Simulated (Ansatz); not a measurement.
The first iterations of a band of CH$_{6}$OSi (9 atoms, charge 0, multiplicity 1).

The calculation used RKS PBE-D4/def2-SVP (Ansatz 0.2.0).

```json
{
  "movable images": "7",
  "climbing image": "yes",
  "spring": "5.0 eV/Å²",
  "optimiser": "quadratic models (default)",
  "start path": "straight line",
  "force threshold": "0.05 eV/Å",
  "iteration limit": "60",
  "end points": "relaxed"
}
```

Initial state:

```xyz
9
Properties=species:S:1:pos:R:3
Si 0.382 0.023 -0.039
O 0.744 -0.270 1.575
C -0.259 -0.402 2.562
H -0.960 -1.244 2.346
H 0.230 -0.608 3.537
H -0.868 0.527 2.675
H 1.697 0.094 -0.753
H -0.370 1.322 -0.204
H -0.465 -1.085 -0.618
```

Final state:

```xyz
9
Properties=species:S:1:pos:R:3
Si -0.074 0.501 -0.616
O 0.852 -0.005 1.129
C 0.099 -0.507 2.252
H -0.405 -1.463 2.001
H 0.769 -0.629 3.129
H -0.667 0.259 2.467
H 1.589 -0.609 0.911
H -0.953 1.477 0.204
H -1.080 -0.667 -0.399
```

| iteration | highest image above the first end (eV) | largest band force component (eV/Å) |
| --- | --- | --- |
| 1 | 3.212 | 3.301 |
| 2 | 3.037 | 1.551 |
| 3 | 2.916 | 0.871 |
| 4 | 2.842 | 0.570 |
| 5 | 2.765 | 0.700 |
| 6 | 2.732 | 0.659 |

Q: Does the band converge within its limit, and where does its top end?

A: The forces met the threshold. It ended after 20 iterations with the highest image 2.802 eV above the first end. The profile has 3 maxima (images 1, 3, 5) with wells between them (images 2, 4): this band takes more than one step, which may be the mechanism or a detour left from its start path. Neighbouring images differ by up to 2.8 eV, so the band resolves the path poorly. Another band between the same ends (7 images) ends at a top of the same energy, where a vibrational analysis finds 1 clearly imaginary mode. The orbitals stay closed-shell, which can raise the energy where a bond breaks towards radicals; this wasn't checked here.

The run took 4.3 min on 1 thread of Arm Neoverse V1, with other jobs on the host, peak memory 0.13 GiB.
